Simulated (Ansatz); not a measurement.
# doublet Na₂(+): levels of theory in one basis

```
atom    x (Å)    y (Å)    z (Å)
  Na  -0.0202   0.0455  -1.8582
  Na  -0.0337  -0.0171   1.8857
```

Basis set: def2-SVP (spherical functions). Left uncorrelated: 2 orbitals. Correlation on ROHF uses semicanonical orbitals with singles. Charge 1, multiplicity 2.

Computed with Ansatz (development build ahead of 0.2.0); each method stands on the lowest determinant of its kind that the runs found.

| method | E − E(ROHF) (eV) | <S²> of the determinant |
| --- | --- | --- |
| ROHF | 0.00 | – |
| ROHF-MP2 | -0.05 | – |
| ROHF-CCSD(T) | -0.05 | – |
